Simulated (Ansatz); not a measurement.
## Which is lower?

The two ends of one reaction step of SiH5O2, doublet (PBE0-D4/def2-TZVP).

A:

```xyz
8
angstrom
H -1.7016 -1.0569 -0.4497
O 0.4958 -0.2329 -1.2155
Si 0.6635 0.8303 0.0479
O -1.1817 -1.1739 0.3518
H -0.5451 1.6475 0.3175
H 1.1786 0.2137 1.2952
H 1.7255 1.7185 -0.5234
H -0.6350 -1.9464 0.1763
```

B:

H1  (-0.423, -0.772, -0.229)
O2  (0.201, -0.219, -0.715)
Si3  (0.774, 1.135, 0.012)
O4  (-1.663, -2.073, 0.470)
H5  (-0.317, 2.089, 0.359)
H6  (1.518, 0.826, 1.266)
H7  (1.695, 1.777, -0.957)
H8  (-1.785, -2.763, -0.207)
(Å)

Ansatz 0.2.0; basis: def2-TZVPP; cores frozen in the correlated methods; orbitals are unrestricted. B3LYP uses VWN-RPA correlation.

(1) Which structure is lower at CCSD(T), and by how much? (To be estimated.)

(2) Do the other methods give the same order? (A judgement: the text doesn't fix the answer.)

T1 diagnostic: at most 0.018. ⟨S²⟩ of the unrestricted Hartree–Fock references: 0.76 (a pure state has 0.75).

Results:

(1) By the calculation: B, by 1.8 kJ/mol (electronic energy, against the other); a gap this small isn't resolved in one triple-zeta basis. By their contacts, A is a complex of SiH₃O ([O][SiH3]) + H₂O and B is a complex of SiH₄O ([OH][SiH3]) + OH.

(2) By the calculation: Not all: SPW92, PBE-D4, BLYP-D4, r2SCAN-D4, B97M-V, PBE0-D4, B3LYP-D4, r2SCAN0-D4, CAM-B3LYP-D4, wB97X-V, wB97M-V, B2PLYP give the other order.

```json
{"method": "SPW92", "E(B) − E(A) (kJ/mol)": "39.5"}
{"method": "PBE-D4", "E(B) − E(A) (kJ/mol)": "26.4"}
{"method": "BLYP-D4", "E(B) − E(A) (kJ/mol)": "23.7"}
{"method": "r2SCAN-D4", "E(B) − E(A) (kJ/mol)": "18.7"}
{"method": "B97M-V", "E(B) − E(A) (kJ/mol)": "17.6"}
{"method": "PBE0-D4", "E(B) − E(A) (kJ/mol)": "8.8"}
{"method": "B3LYP-D4", "E(B) − E(A) (kJ/mol)": "11.8"}
{"method": "r2SCAN0-D4", "E(B) − E(A) (kJ/mol)": "5.2"}
{"method": "BHLYP-D4", "E(B) − E(A) (kJ/mol)": "-2.6"}
{"method": "CAM-B3LYP-D4", "E(B) − E(A) (kJ/mol)": "6.4"}
{"method": "wB97X-V", "E(B) − E(A) (kJ/mol)": "6.1"}
{"method": "wB97M-V", "E(B) − E(A) (kJ/mol)": "8.2"}
{"method": "B2PLYP", "E(B) − E(A) (kJ/mol)": "0.5"}
{"method": "PBE-QIDH", "E(B) − E(A) (kJ/mol)": "-4.2"}
{"method": "RPA on PBE", "E(B) − E(A) (kJ/mol)": "-0.2"}
{"method": "HF", "E(B) − E(A) (kJ/mol)": "-21.6"}
{"method": "MP2", "E(B) − E(A) (kJ/mol)": "-10.4"}
{"method": "CCSD", "E(B) − E(A) (kJ/mol)": "-4.8"}
{"method": "CCSD(T)", "E(B) − E(A) (kJ/mol)": "-1.8"}
```

Labels in which every atom is bracketed show which atoms are joined, not bond orders.

For scale, one of the runs: CCSD(T)/def2-TZVPP, 174 basis functions (an equivalent command: `ansatz run in.yaml --threads 4`). Time: 90 s of wall clock on 4 CPU threads; the host was shared. Peak host memory: 3.9 GiB.
